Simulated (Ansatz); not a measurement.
A further run on the cluster Si₃.

```yaml
crystal:
  periodic: [false, false, false]
  atoms:
    - {symbol: Si, position_ang: [0.863175, 0.007822, 0.685922]}
    - {symbol: Si, position_ang: [-0.352025, 1.423420, -0.459361]}
    - {symbol: Si, position_ang: [-0.511150, -1.431242, -0.226560]}
basis:
  gaussian: {orbitals: pcseg-2}
magnetization: {spin_polarized: true, initial_magnetization: 2}
hamiltonian: {xc: {name: r2SCANh}, dispersion: d3bj}
scf: {lower_state_search: off}
```

```sh
$ ansatz run in.yaml --threads 2 --pin off --events-out ev --progress --plain --max-ram 4352MiB
```

Shortened log:

```
Warning: the engine holds no damping parameters fitted to this dispersion correction and functional, so the run takes those fitted to r2scanh beside the three-body term, which d3bj leaves out (hamiltonian.dispersion, under Limitations)
Functional definition: r2SCANh
774 factors; their error is unknown
mean field evaluation 1: about -23624.8079 eV, gradient 1.7e1 eV
mean field evaluation 2: about -23621.7904 eV, gradient 2.5e1 eV
mean field evaluation 4: about -23626.8391 eV, gradient 1.5e0 eV
mean field evaluation 8: about -23626.8756 eV, gradient 3.6e-2 eV
mean field evaluation 16: about -23626.8757 eV, gradient 1.1e-4 eV
mean field -23626.87566406 eV, -868.2716657828 hartree, gradient 4.8e-6 eV, S^2 2.011200; 0 other end points of the search recorded, 0 dependent functions left out
reference -23626.87567842 eV, -868.2716663103 hartree; 22, 20 occupied and 80, 82 virtual orbitals, 774 factors
Total energy: -23626.91476012 eV, -868.2731025364 hartree
Checks for a lower state left out: stability, starts, cluster_reference, orbital_swaps, neighbouring_geometries, increment
```

Run time 2.3 s (2 threads of Arm Neoverse V2 on a shared host).
